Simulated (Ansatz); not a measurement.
Input file:

```yaml
crystal:
  periodic: [false, false, false]
  atoms:
    - {symbol: Li, position_ang: [0.000000, 0.000000, 0.000000]}
    - {symbol: Be, position_ang: [0.000000, 0.000000, 6.540000]}
basis:
  gaussian: {orbitals: aug-cc-pVTZ}
total_charge: -1
magnetization: {spin_polarized: false}
correlation: {method: ccsd_t, electrons: outside_noble_gas}
scf: {lower_state_search: off}
```

```sh
$ ansatz run in.yaml --threads 1 --pin off --events-out ev --progress --plain --max-ram 2393MiB
```

**Question.** Roughly how long does this take on 1 thread of Arm Neoverse V2, shared host, and how much host memory?

**Answer.** 0.75 s wall and 0.26 GiB.

```
these checks for a lower state are left out or cut short: stability, starts, cluster_reference, orbital_swaps, neighbouring_geometries, increment
497 factors; integrals over basis functions are off by at most 1.4e-3 eV
mean field evaluation 1: about -598.4682 eV, gradient 3.0e0 eV
mean field evaluation 2: about -598.4681 eV, gradient 3.0e0 eV
mean field evaluation 4: about -598.6912 eV, gradient 2.3e-1 eV
mean field evaluation 8: about -598.6932 eV, gradient 6.8e-6 eV
mean field -598.69323385 eV, -22.0015705350 hartree, gradient 2.0e-6 eV, S^2 0.000000; 0 other end points of the search recorded, 0 dependent functions left out
2 core orbitals not correlated: weight in the atoms' cores, before any rotation towards them, 1.000 or more for the frozen orbitals, at most 0.000 for the correlated occupied ones
reference -598.69323385 eV, -22.0015705350 hartree; 2, 2 occupied and 88, 88 virtual orbitals, 497 factors
second order -1.26666525 eV of doubles, -0.00000000 eV of singles
cycle   1  -1.58540634 eV  change   -3.2e-1 eV  update   1.1e-1
cycle   2  -1.94264571 eV  change   -3.6e-1 eV  update   6.4e-2
cycle   3  -1.97988894 eV  change   -3.7e-2 eV  update   1.9e-2
cycle   4  -1.98801175 eV  change   -8.1e-3 eV  update   1.1e-2
cycle   5  -1.99251738 eV  change   -4.5e-3 eV  update   5.2e-3
cycle   6  -1.99151591 eV  change    1.0e-3 eV  update   2.5e-3
cycle   7  -1.99018994 eV  change    1.3e-3 eV  update   1.2e-3
cycle   8  -1.98968892 eV  change    5.0e-4 eV  update   4.5e-4
cycle   9  -1.98987624 eV  change   -1.9e-4 eV  update   2.3e-4
cycle  10  -1.98990363 eV  change   -2.7e-5 eV  update   1.1e-4
cycle  11  -1.98991792 eV  change   -1.4e-5 eV  update   3.8e-5
cycle  12  -1.98992205 eV  change   -4.1e-6 eV  update   1.2e-5
cycle  13  -1.98991595 eV  change    6.1e-6 eV  update   6.3e-6
cycle  14  -1.98991821 eV  change   -2.3e-6 eV  update   2.9e-6
cycle  15  -1.98992108 eV  change   -2.9e-6 eV  update   1.6e-6
perturbative correction -0.00882500 eV, -0.0003243130 hartree
Total energy: -600.69197993 eV, -22.0750230988 hartree
Checks for a lower state left out: stability, starts, cluster_reference, orbital_swaps, neighbouring_geometries, increment
```
